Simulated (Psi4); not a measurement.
Psi4 input (wB97X-D/6-31G*):

```
memory 1500 MB

molecule {
0 2
C     1.52399082    0.64641529   -0.00531841
C     0.00641875    0.75859448    0.00504775
S    -0.88739644   -0.80741437    0.00020570
H    -0.35075465    1.31075033    0.88086873
H    -0.36177463    1.32241875   -0.85869246
H     1.98165574    1.63922735   -0.00155821
H     1.87896306    0.10217541    0.87023868
H     1.86779611    0.11399946   -0.89252405
symmetry c1
no_reorient
no_com
}

set {
  basis 6-31G*
  reference uks
  scf_type pk
  dft_radial_points 99
  dft_spherical_points 590
  e_convergence 1e-8
  d_convergence 1e-7
  maxiter 150
}

e = energy('wb97x-d')
print_out(f'\nFINAL {e:.10f} DIPOLE {variable("CURRENT DIPOLE")[0]:.6f} {variable("CURRENT DIPOLE")[1]:.6f} {variable("CURRENT DIPOLE")[2]:.6f}\n')
```

Question: Predict the final energy.

Answer: -477.32723 Eh.
